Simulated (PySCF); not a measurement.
PH⁺: one state, many levels of theory

State: ²Π (doublet), unpaired electrons π ↑. Set-up: basis P 6-31G(d,p), H 6-31G(d,p); no relativity; PySCF 2.14. De refers to P⁺ + H in their high-spin ground configurations, without counterpoise correction. The functionals are run spin-unrestricted. A positive dipole points towards H; it is taken about the centre of mass and depends on that origin.

```json
{"Level": "UHF", "Re (Å)": "1.408", "ωe (cm⁻¹)": "2607", "De (eV)": "2.41", "μ (D)": "1.05"}
{"Level": "UHF-MP2", "Re (Å)": "1.412", "ωe (cm⁻¹)": "2545", "De (eV)": "2.97", "μ (D)": "n/a"}
{"Level": "UHF-SCS-MP2", "Re (Å)": "1.413", "ωe (cm⁻¹)": "2535", "De (eV)": "3.06", "μ (D)": "n/a"}
{"Level": "UHF-CCSD", "Re (Å)": "1.419", "ωe (cm⁻¹)": "2470", "De (eV)": "3.10", "μ (D)": "n/a"}
{"Level": "UHF-CCSD(T)", "Re (Å)": "1.420", "ωe (cm⁻¹)": "2458", "De (eV)": "3.12", "μ (D)": "n/a"}
{"Level": "PBE", "Re (Å)": "1.451", "ωe (cm⁻¹)": "2317", "De (eV)": "3.46", "μ (D)": "1.01"}
{"Level": "BP86", "Re (Å)": "1.450", "ωe (cm⁻¹)": "2311", "De (eV)": "3.62", "μ (D)": "0.99"}
{"Level": "r²SCAN", "Re (Å)": "1.434", "ωe (cm⁻¹)": "2403", "De (eV)": "3.42", "μ (D)": "1.04"}
{"Level": "TPSSh", "Re (Å)": "1.430", "ωe (cm⁻¹)": "2425", "De (eV)": "3.57", "μ (D)": "1.02"}
{"Level": "PBE0", "Re (Å)": "1.434", "ωe (cm⁻¹)": "2422", "De (eV)": "3.40", "μ (D)": "1.04"}
{"Level": "MN15", "Re (Å)": "1.421", "ωe (cm⁻¹)": "2464", "De (eV)": "3.40", "μ (D)": "1.04"}
```

The bond length runs from 1.408 Å (UHF) to 1.451 Å (PBE). De spans 2.41 eV (UHF, mean field) to 3.62 eV (BP86, GGA). Correlation at CCSD(T) changes the Hartree–Fock bond energy by +0.71 eV; the triples alone change it by +0.02 eV.

Correlated steps freeze 5 core orbitals. Correlated levels converge slowly with the basis: in double zeta they bind strong bonds too weakly, by up to about 1 eV, and carry superposition errors of some tenths. For an ion De counts to the pair picked by the measured ionisation energies or electron affinities, which need not be the lowest pair at this level. The state was picked by a PBE0 search and need not be the measured ground state.
